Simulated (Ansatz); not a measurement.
Zinc-blende HgS (metastable phase) was calculated with HSE06 in Ansatz (PAW).

Run with plane-wave cutoff 460 eV, 8×8×8 k mesh, Fermi–Dirac smearing 0.01 eV, scalar-relativistic PAW data made under PBE.

Computed points:

| V (Å³/atom) | E − E_lowest (meV/atom) | P (GPa) |
|---|---|---|
| 24.666 | 13.43 | 3.46 |
| 25.489 | 1.72 | 1.16 |
| 25.964 | 0.00 | 0.01 |
| 26.613 | 2.81 | -1.37 |
| 27.262 | 10.82 | -2.57 |

**Question.** Estimate the bulk modulus from the pressures at 25.489 and 26.613 Å³/atom, and compare it with a fit to all energies.

**Answer.** B = −V dP/dV. Between V = 25.489 and 26.613 Å³/atom, dP/dV = (-1.37 − (1.16))/(26.613 − 25.489) = -2.25 GPa per Å³/atom; at the midpoint 26.051 Å³/atom this gives B ≈ 58.6 GPa. The third-order Birch–Murnaghan fit gives V0 = 25.970 Å³/atom, B0 = 59.4 GPa, B′ = 4.9, which lies 1 % above that estimate.

Measured, for comparison: equilibrium volume per atom 24.91 Å³/atom (295 K, not corrected to a static lattice; as tabulated in Cardona et al. (2009), arXiv:0908.2634). Computed (rounded) less measured: equilibrium volume per atom +4.3 %.

Spin–orbit coupling is not included; it can shift volumes and moduli of such heavy elements.

Computed values are for the static lattice.

Ansatz is a first-principles code.
